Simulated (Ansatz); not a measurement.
The same path of C2H5O (8 atoms, charge -1, multiplicity 1) was run twice with different band settings. Lost on the way: C1–H4. Made: C2–H4.

Method: UKS r2SCANh-D4/6-31G (Ansatz).

Relaxed end points:

```xyz
8
Properties=species:S:1:pos:R:3
C -0.313 0.739 -0.337
C 0.066 -0.743 -0.317
O 0.755 -0.919 1.089
H -0.967 0.933 -1.209
H 0.579 1.384 -0.461
H -0.847 1.155 0.564
H -0.903 -1.292 -0.158
H 1.629 -1.257 0.829
```

```xyz
8
Properties=species:S:1:pos:R:3
C -0.346 1.014 0.026
C -0.318 -0.348 -0.367
O 0.901 -1.413 0.304
H -0.072 -0.534 -1.420
H 0.418 1.694 -0.363
H -0.729 1.273 1.017
H -1.183 -0.952 -0.064
H 1.329 -0.733 0.867
```

Common settings: movable images 7; spring 5.0 eV/Å²; start path through a guess of the saddle point; force threshold 0.05 eV/Å; iteration limit 60; end points relaxed.

| run | climbing image | optimiser |
| --- | --- | --- |
| 1 | yes | quadratic models (default) |
| 2 | from the first iteration | fire |

(1) What does each run give, and how far can it be trusted?

## Answers

(1) Run 1: converged after 8 iterations, highest image 1.793 eV above the first end. A vibrational analysis at the climbing image gives one clearly imaginary mode, 1434i cm⁻¹: a first-order saddle point.
Run 2: converged after 38 iterations, highest image 1.793 eV above the first end. Another band between the same ends (7 images) ends at a top of the same energy, where a vibrational analysis finds 1 clearly imaginary mode.
The orbitals stay closed-shell, which can raise the energy where a bond breaks towards radicals; this wasn't checked here. Limits of this set-up: no polarisation functions, an anion without diffuse functions, the dipole of an ion depends on the origin.
